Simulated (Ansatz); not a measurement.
**CH3Si (doublet): from Hartree-Fock to the top rungs at distance Si1–C2 = 1.889 Å, cc-pVTZ**

An exercise on one series of results from a longer session: the logs are not shown, and one member is left open.

The runs use Ansatz 0.2.0, Gaussian basis; cc-pVTZ, core rule «outside noble gas», up to 6 orbitals frozen.

Plan: UHF; CCSD(T) on ROHF; CCSD(T) on UHF; BCCD(T) on ROHF; CCSDT(Q) on ROHF; CCSDT(Q) on UHF; CASSCF and NEVPT2, 3 electrons in 3 orbitals.

## What is computed

The geometry derives from a PBE0/def2-TZVP stationary point (not a proven minimum). One bond is set to the value named and the two fragments are kept rigid.

5 atoms, charge 0, spin multiplicity 2.

Atoms are counted from 1 here; the program's logs count them from 0.

Bond lengths: Si1–C2 1.889 Å, C2–H3 1.094 Å, C2–H4 1.094 Å, C2–H5 1.104 Å. Angles: Si1–C2–H3 114.9°, Si1–C2–H4 114.9°, Si1–C2–H5 103.3°, H3–C2–H4 109.8°, H3–C2–H5 106.5°, H4–C2–H5 106.5°.

The first run:

Contents of in.yaml:

```yaml
crystal:
  periodic: [false, false, false]
  atoms:
    - {symbol: Si, position_ang: [-0.001312, 0.000000, 0.686035]}
    - {symbol: C, position_ang: [-0.011727, 0.000000, -1.202731]}
    - {symbol: H, position_ang: [-0.442590, -0.894419, -1.661140]}
    - {symbol: H, position_ang: [-0.442590, 0.894419, -1.661140]}
    - {symbol: H, position_ang: [1.061461, 0.000000, -1.461718]}
basis:
  gaussian: {orbitals: cc-pVTZ}
magnetization: {spin_polarized: true, initial_magnetization: 1}
hamiltonian: {xc: hf}
output: {orbitals: {seedname: orbitals}}
```

Launch:

```sh
> ansatz run in.yaml --threads 1 --pin off --events-out ev --progress --plain --max-ram 4096MiB --backend cpu
```

Among the steps run: UHF; CCSD(T) on ROHF; CCSD(T) on UHF; BCCD(T) on ROHF; CCSDT(Q) on ROHF; CCSDT(Q) on UHF; CASSCF and NEVPT2, 3 electrons in 3 orbitals.

One table of the session follows, with a row left open; its other results are not shown here.

It belongs to the step «Misses and costs». 

```
     method  from UCCSDT(Q) (kcal/mol)
       ROHF                    +193.33
        UHF                    +190.07
       RMP2                     +27.59
       UMP2                     +28.44
      RCCSD                      +8.03
      UCCSD                      +7.90
   RCCSD(T)                      +0.91
   UCCSD(T)                      +0.91
    BCCD(T)                      +0.89
     RCCSDT                      +0.32
     UCCSDT                      +0.30
  RCCSDT(Q)                      +0.03
  UCCSDT(Q)                          0
CASSCF pair                          ?
NEVPT2 pair                     +27.55
```

Estimate the missing values for CASSCF pair.

As computed: from UCCSDT(Q) (kcal/mol): +181.85. In the column «from UCCSDT(Q) (kcal/mol)» it lies between UMP2 (+28.44) and UHF (+190.07).

Limits of these values: Restricted and unrestricted rows rest on different reference determinants; a gap between their highest levels can come from leftover correlation error, from unlike frozen cores or from another state.
